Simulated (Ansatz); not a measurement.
CH4N, SMILES [CH2]N, a saddle search for pyramidal inversion

Program: Ansatz 0.2.0 through its Python package.

`ts_ch4n.py`:
```python
"""Inversion barrier of CH4N: minimum and transition state."""

import itertools
import logging
import sys

import ansatz
from ase.data import atomic_numbers, covalent_radii
import numpy as np

logging.basicConfig(stream=sys.stdout, format="[%(levelname)s] %(message)s")
logger = logging.getLogger("calc")
logger.setLevel(logging.INFO)

GEOMETRY = """
C    -0.26040   -0.67310   -0.05920
N     0.40910    0.57740    0.32340
H    -1.38280   -0.76610    0.19250
H     0.27490   -1.42110   -0.59890
H     1.18880    0.80380   -0.31530
H    -0.18750    1.41510    0.41130
"""

geometry = ansatz.Crystal.molecule()
for line in GEOMETRY.strip().splitlines():
    symbol, *xyz = line.split()
    geometry = geometry.atom(symbol, [float(v) for v in xyz])

job = (
    geometry.calculation()
    .basis(gaussian="def2-SVP")
    .functional("pbe0")
    .spin("collinear", total=1)
    .scf(lower_state_search="light")
)
symbols = [site.symbol for site in geometry.cartesian_sites]
start = np.array([site.position_ang for site in geometry.cartesian_sites], dtype=float)
report = job.relax(force_tolerance=0.005).run(threads=1, pin="off").report
end = np.array(report["positions_ang"])

# start with the apex atom pushed most of the way into the plane of its neighbours
a, b, d = end[[0, 4, 5]]
normal = np.cross(b - a, d - a)
normal /= np.linalg.norm(normal)
flat = end.copy()
flat[1] -= 0.8 * ((end[1] - a) @ normal) * normal
guess = np.zeros_like(flat)
guess[1] = normal
near = ansatz.Crystal.molecule()
for symbol, place in zip(symbols, flat):
    near = near.atom(symbol, place.tolist())
search = (
    near.calculation()
    .basis(gaussian="def2-SVP")
    .functional("pbe0")
    .spin("collinear", total=1)
    .scf(lower_state_search="light")
    .saddle(mode_guess=guess.tolist(), force_tolerance=0.01, max_steps=40)
)
steps = []
top = search.session().plan().execute(on_event=lambda e: steps.append(e["data"]) if e["event"] == "saddle_step" else None).report
for s in steps:
    logger.info(f"step {s['step']:2d}  E = {s['lagrangian_ev']:.5f} eV  force {s['allowed_force_max_ev_ang']:.4f} eV/A  curvature {s['curvature_ev_ang2']:.3f} eV/A^2")
logger.info(f"minimum {report['free_energy_ev']:.5f} eV, saddle {top['free_energy_ev']:.5f} eV")
logger.info(f"electronic barrier {96.485332 * (top['free_energy_ev'] - report['free_energy_ev']):.2f} kJ/mol")
saddle = np.array(top["positions_ang"])
# pairs closer than 1.2 times the sum of covalent radii, before or after
radius = [covalent_radii[atomic_numbers[s]] for s in symbols]
span = lambda where, i, j: np.linalg.norm(where[i] - where[j])
bonded = [(i, j) for i, j in itertools.combinations(range(len(symbols)), 2) if min(span(end, i, j), span(saddle, i, j)) < 1.2 * (radius[i] + radius[j])]
logger.info("pair        before    after (A)")
for i, j in bonded:
    print(f"{symbols[i]}{i}-{symbols[j]}{j}".ljust(10), f"{span(end, i, j):8.4f} {span(saddle, i, j):8.4f}")
```

```console
$ python ts_ch4n.py
[INFO] step  1  E = -2585.36816 eV  force 1.5249 eV/A  curvature -7.452 eV/A^2
[INFO] step  2  E = -2585.42576 eV  force 0.2410 eV/A  curvature -3.076 eV/A^2
[INFO] step  3  E = -2585.42380 eV  force 0.1865 eV/A  curvature -2.932 eV/A^2
[INFO] step  4  E = -2585.41762 eV  force 0.1949 eV/A  curvature -2.626 eV/A^2
[INFO] step  5  E = -2585.41656 eV  force 0.1683 eV/A  curvature -2.612 eV/A^2
[INFO] step  6  E = -2585.41747 eV  force 0.0483 eV/A  curvature -3.138 eV/A^2
[INFO] step  7  E = -2585.41769 eV  force 0.0274 eV/A  curvature -3.218 eV/A^2
[INFO] step  8  E = -2585.41778 eV  force 0.0228 eV/A  curvature -3.208 eV/A^2
[INFO] step  9  E = -2585.41782 eV  force 0.0108 eV/A  curvature -3.211 eV/A^2
[INFO] step 10  E = -2585.41781 eV  force 0.0166 eV/A  curvature -3.244 eV/A^2
[INFO] step 11  E = -2585.41783 eV  force 0.0008 eV/A  curvature -3.161 eV/A^2
[INFO] minimum -2585.49412 eV, saddle -2585.41785 eV
[INFO] electronic barrier 7.36 kJ/mol
[INFO] pair        before    after (A)
C0-N1        1.3875   1.3778
C0-H2        1.0928   1.0906
C0-H3        1.0928   1.0906
N1-H4        1.0145   1.0076
N1-H5        1.0145   1.0076
```

What to keep in mind:
- The settings weren't tested for convergence.
- The energies are electronic: no zero-point or thermal terms, and the basis set is short of its limit. No separate frequency run checks the order of the saddle point.
- The species is open-shell (spin multiplicity 2).
- Hardware and time: 64 s on 1 thread of Arm Neoverse V1, with other jobs on the host, peak memory 0.19 GiB.

(Lines on the test bed's own set-up are left out of the output.)
